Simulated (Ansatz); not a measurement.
Reaction (SMILES): [O]Cl (O-Cl) → Cl atom + O atom
B3LYP-D3(BJ)/def2-TZVP geometries, fixed; electronic energies without zero-point terms.
Largest species:
```
Cl
O 1 1.5797
```
Charge 0, spin multiplicity 2.

Basis-set convergence of the atomisation energy at MP2 with Ansatz (a quantum-chemistry and plane-wave program). Cartesian d functions, on some or all atoms, in 6-311+G**; all else is spherical. Cores are frozen. Open shells are unrestricted. No added dispersion term, no relativity. Functions are those of the species that has most. Reference: Hartree-Fock in aug-cc-pV(Q+d)Z plus the correlation part extrapolated as X^-3 from aug-cc-pV(T+d)Z and aug-cc-pV(Q+d)Z, 64.12 kcal/mol, itself unsure by roughly 0.71 kcal/mol (a third of the extrapolation step and of the last Hartree-Fock step).

```csv
basis,functions,atomisation energy (kcal/mol)
STO-3G,14,[?]
pcseg-0,22,2.92
def2-SVP,32,43.18
pcseg-1,32,41.54
aug-pcseg-1,50,47.38
6-311+G**,53,43.47
aug-cc-pV(D+d)Z,55,50.60
pcseg-2,64,57.67
def2-TZVP,68,57.57
def2-TZVPP,73,[?]
"6-311++G(3df,3pd)",86,[?]
def2-TZVPD,86,58.43
jun-cc-pV(T+d)Z,87,[?]
aug-pcseg-2,96,59.30
aug-cc-pV(T+d)Z,101,59.72
pcseg-3,124,62.18
def2-QZVPPD,145,61.58
cc-pV(5+d)Z,191,62.96
```

Task: Some entries are withheld; supply them.

Result: 
- STO-3G, atomisation energy (kcal/mol): 7.00
- def2-TZVPP, atomisation energy (kcal/mol): 57.75
- 6-311++G(3df,3pd), atomisation energy (kcal/mol): 58.91
- jun-cc-pV(T+d)Z, atomisation energy (kcal/mol): 58.68
